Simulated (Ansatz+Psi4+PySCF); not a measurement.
Results of a calculation; reference values are marked as such.
This Psi4 input gave a total energy of -75.44148 hartree.

```
molecule {
0 2
O 0.000000 0.000000 0.108790
H 0.000000 0.000000 -1.849350
}

set basis cc-pVTZ
set reference uhf
set scf_type pk
set mp2_type conv
set cc_type conv
set num_frozen_docc 1
energy('mp2')
```

(1) Write an input for PySCF with the same method and basis set.

Answers

(1)

```python
from pyscf import gto, scf, mp

mol = gto.M(atom="""
O 0.000000 0.000000 0.108790
H 0.000000 0.000000 -1.849350
""", basis='cc-pvtz', charge=0, spin=1)
mf = scf.UHF(mol)
mf.kernel()
pt = mp.MP2(mf, frozen=1).run()
print(mf.e_tot, pt.e_corr, pt.e_tot)
```

PySCF 2.14.0 gave -75.44148 hartree, 0.01 meV from the first. This is not the lowest solution: another run reaches a determinant 2.97 eV lower. Caution: bonds are stretched, where a single reference can fail.
